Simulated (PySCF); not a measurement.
CH₅NSi.
Structure used (PBE0-D3(BJ)/def2-SVP), in Å, numbered top down from 1:
```xyz
8
CH5NSi angstrom
N      1.5799   -0.4422   -0.5575
C      0.7512    0.0709    0.2613
Si    -1.1045    0.0427   -0.1303
H      2.5416   -0.3558   -0.2050
H      1.0716    0.5405    1.2175
H     -1.8079   -0.8059    0.8815
H     -1.6509    1.4312   -0.0187
H     -1.3273   -0.4952   -1.5008
```

Jobs on this species (8 atoms, 32 electrons) with PySCF (density fitting). Hardware of each: Arm Neoverse N1, one thread, on a shared host. Other jobs ran on the host; a repeat could differ by tens of per cent or more. Peak memory is the resident size of the whole Python process, interpreter and libraries included.

| level and settings | work | basis functions | SCF cycles | wall time | peak memory |
| --- | --- | --- | --- | --- | --- |
| delta-SCF UKS SCAN, pcX-2 on the ionised atom, pcseg-1 elsewhere, spin-free X2C | ΔSCF core ionisation, 4 holes | 113 | ? | ? | ? |
| PBE0/pcSseg-1 | shieldings, charges and field gradients, density and orbital grids written | 83 | ? | ? | ? |
| wB97X-D/pcSseg-2 | shieldings | 185 | ? | ? | ? |
| PBE0/pcSseg-1, IEF-PCM tetrahydrofuran | shieldings | 83 | 12 | 5.8 s | 0.50 GiB |
| CAM-B3LYP/def2-SVPD | 10 singlets by full TDDFT, 4 Tamm–Dancoff triplets, polarisability, dynamic polarisability, ΔSCF ions, density and orbital grids written | 104 | 12 | 26 s | 0.48 GiB |
| CAM-B3LYP/def2-SVPD, IEF-PCM chloroform | 6 singlets by full TDDFT, polarisability | 104 | 12 | 9.4 s | 0.50 GiB |
| PBE0-D3(BJ)/def2-SVP, grid level 1 | geometry optimisation from a GFN2-xTB start shaken at random | 71 | 45 | 16 s | 0.31 GiB |
| BHandHLYP/aug-pcX-1 (pcseg-1 on H, def2-SVPD on Si) | K-edge TDA, 16 lines | 115 | 11 | 5.3 s | 0.50 GiB |
| PBE0/pcSseg-1, IEF-PCM chloroform | shieldings, charges and field gradients | 83 | 12 | 8.3 s | 0.50 GiB |

Fill in the missing figures.

- delta-SCF UKS SCAN, pcX-2 on the ionised atom, pcseg-1 elsewhere, spin-free X2C; ΔSCF core ionisation, 4 holes: 18 s, 0.50 GiB, 59 SCF cycles
- PBE0/pcSseg-1; shieldings, charges and field gradients, density and orbital grids written: 11 s, 0.39 GiB, 12 SCF cycles
- wB97X-D/pcSseg-2; shieldings: 23 s, 0.78 GiB, 13 SCF cycles

What do all jobs in the table cost together?

About 2.0 min; the longest takes about 21 % of that, and about 4.9 times as long as the shortest.
